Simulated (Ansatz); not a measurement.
```json
{"atom": "P", "x (Å)": "-0.0183", "y (Å)": "-0.0445", "z (Å)": "-0.4874"}
{"atom": "N", "x (Å)": "-0.0451", "y (Å)": "0.0187", "z (Å)": "1.0041"}
```

RHF-MP2 on singlet PN was run in several spherical basis sets with Ansatz (development build ahead of 0.2.0). Frozen core: 6 orbitals. Caution for RHF-MP2: in another basis set an unrestricted determinant lies well below.

Q: Rank the basis sets by the total energy that they give, lowest first, with the distance from the lowest.
A. aug-cc-pVDZ
B. 6-31G
C. def2-TZVP

A: C (0.00 eV), A (1.81 eV), B (7.08 eV).

Totals follow the description of the cores as much as that of the bonds, so this order isn't one of quality for chemistry.
